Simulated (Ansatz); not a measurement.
Basis-set extrapolation for C₄H₆F₂, SMILES `CC/C(F)=C\F` (PBE0-D4/def2-TZVP geometry, frozen core, Ansatz 0.2.0). Multiplicity 1, RHF reference.

```tsv
	def2-TZVPP	def2-QZVPP
HF	-353.955124	-353.970742
MP2 correlation	-1.157066	-1.247861
CCSD(T) correlation	-1.237555	not run
```

Energies in hartree. Use E(X) = E(∞) + A·exp(−7.88·√X) for Hartree–Fock and E(X) = E(∞) + B·X^(−2.97) for correlation, with X = 3 and 4, and add CCSD(T) minus MP2 of the smaller set to the MP2 limit.

**Question.** What is the CCSD(T) energy at the basis-set limit?

**Answer.** HF limit: -353.970742 + (-0.015618) × 0.13774 = -353.97289. MP2 limit: -1.247861 + (-0.090795) × 0.74074 = -1.31512. Higher-order term: -1.237555 − (-1.157066) = -0.08049. Total: -355.36850 hartree, 110.3 kcal/mol below CCSD(T)/def2-TZVPP.
